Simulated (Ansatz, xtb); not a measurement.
# Relative energy of two isomers of C6H5−

We compare I, `[C-]#CCCC#C`, a singlet, with II, `[C-]#CCC#CC`, a singlet. Both are isolated ions in the gas phase, relaxed with r2SCAN-D4/def2-SVPD, each in the lowest conformer that the search found.

I (Å):

```yaml
atoms:
  - { symbol: C, position_ang: [2.7868, -3.2592, 0.1056] }
  - { symbol: C, position_ang: [1.7257, -2.6044, 0.2234] }
  - { symbol: C, position_ang: [0.5073, -1.8053, 0.3132] }
  - { symbol: C, position_ang: [0.4803, -0.6651, -0.7474] }
  - { symbol: C, position_ang: [-0.7193, 0.1583, -0.6976] }
  - { symbol: C, position_ang: [-1.7434, 0.8138, -0.6109] }
  - { symbol: H, position_ang: [-0.4092, -2.4118, 0.1642] }
  - { symbol: H, position_ang: [0.3849, -1.3293, 1.3075] }
  - { symbol: H, position_ang: [0.5863, -1.1219, -1.7454] }
  - { symbol: H, position_ang: [1.3768, -0.0397, -0.6025] }
  - { symbol: H, position_ang: [-2.6411, 1.3947, -0.5412] }
```

II (Å):

```xyz
11

C     1.4059    2.6171    0.9643
C     0.2615    2.1229    0.8563
C    -1.1050    1.5834    0.7670
C    -1.2618    0.4167   -0.1164
C    -1.3845   -0.5500   -0.8493
C    -1.4523   -1.6992   -1.7407
H    -1.8214    2.3572    0.4147
H    -1.4883    1.2882    1.7678
H    -2.4248   -1.7665   -2.2577
H    -1.3073   -2.6470   -1.1950
H    -0.6708   -1.6485   -2.5177
```

Problem. Estimate E(II) − E(I) at the level CCSD(T)/def2-SVPD + ΔMP2/def2-TZVPPD.

Solution. Too close to call at this level: CCSD(T)/def2-SVPD + ΔMP2/def2-TZVPPD gives E(II) − E(I) = +0.63 kcal/mol.

The same difference at several levels:

```
                               level             geometry  E(II) − E(I) (kcal/mol)  departure from the last row (kcal/mol)  job, with rough time for the two
                            GFN2-xTB             GFN2-xTB                     −5.04                                   −5.68              optimisation, 0.18 s
                           HF/STO-3G             GFN2-xTB                     −5.67                                   −6.30              single point, 0.45 s
       r2SCAN-D4/def2-SVPD//GFN2-xTB             GFN2-xTB                     +0.41                                   −0.22               single point, 4.5 s
                 r2SCAN-D4/def2-SVPD  r2SCAN-D4/def2-SVPD                     −0.23                                   −0.87                optimisation, 38 s
                        HF/def2-SVPD  r2SCAN-D4/def2-SVPD                     −0.85                                   −1.49           part of the CCSD(T) run
                       MP2/def2-SVPD  r2SCAN-D4/def2-SVPD                     +0.43                                   −0.21           part of the CCSD(T) run
                   CCSD(T)/def2-SVPD  r2SCAN-D4/def2-SVPD                     +0.58                                   −0.05                      single point
CCSD(T)/def2-SVPD + ΔMP2/def2-TZVPPD  r2SCAN-D4/def2-SVPD                     +0.63                                                     single point, 2.6 min
```

As drawn, both hold the same kinds of bond in the same numbers. Structure I has 0 methyl groups, II 1.

The largest departure from CCSD(T)/def2-SVPD + ΔMP2/def2-TZVPPD is that of HF/STO-3G, 6.30 kcal/mol. A small imaginary or near-zero mode remains, so no thermal terms are given. The last row adds to CCSD(T) the change of the MP2 difference between the two basis sets, here +0.05 kcal/mol.

The correlated steps freeze 6 core orbitals. Codes used: Ansatz 0.2.0, xtb 6.7.1; the last row on 2 threads of Intel(R) Xeon(R) Processor @ 2.70GHz on a shared host.
